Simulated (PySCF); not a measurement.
Work out the structure from these simulated measurements.

Elements present: C, H and P. Monoisotopic mass: 84.0129 u.

| Quantity | Value |
| --- | --- |
| 1H NMR | chemical shifts (computed TMS as zero) by class: 7.54 (2 H), 7.17 (2 H), 5.57 (1 H) ppm [GIAO B97-2/pcSseg-2] |
| Dipole | 0.79 D [B97-2/pcSseg-2] |
| Rotational structure | rotational constants A, B, C: 7.430, 5.146, 3.108 GHz [PBE0-D3(BJ)/def2-TZVP] |
| 13C NMR | chemical shifts (computed TMS as zero) by class: 147.2 (2 C), 139.8 (2 C) ppm [GIAO B97-2/pcSseg-2] |
| NMR, other nuclei | isotropic shieldings of nuclei other than C and H, by class: 369 (1 P) ppm [GIAO B97-2/pcSseg-2] |

Gas-phase values; electronic properties from PySCF, density fitting. Levels stand in brackets. Geometry: PBE0-D3(BJ)/def2-TZVP; no solvent, vibrations or thermal averaging. NMR classes are plain means over equivalent atoms (diastereotopic ones count apart unless rotation or inversion swaps them), as if these changed places fast.

Question: Which formula fits the mass and the elements?

Answer: C4H5P (calculated 84.0129). No other formula that holds each of these elements comes within 0.0003 u with a fitting electron parity and a possible valence count.

Question: Give a SMILES that accounts for the data.

Answer: Numbering: `[cH:1]1[cH:2][cH:3][pH:4][cH:5]1`. 4 carbons fall into 2 classes; from least to most shielded: unsaturated ring CH carbon [C1/C2] (147.2 ppm, 2 C), unsaturated ring CH carbon [C3/C5] (139.8 ppm, 2 C). Hydrogen classes from least to most shielded: 2 H on 2 unsaturated ring CH carbons, C1/C2 (7.54 ppm), 2 H on 2 unsaturated ring CH carbons, C3/C5 (7.17 ppm), 1 H on a ring phosphorus, P4 (5.57 ppm). The other shieldings belong to: 369 ppm, ring phosphorus [P4]. The optimised geometry has point group Cs and is an asymmetric top. Structure: `c1cc[pH]c1`. The assignments are read from this structure; whether some other isomer fits the data as well wasn't checked.
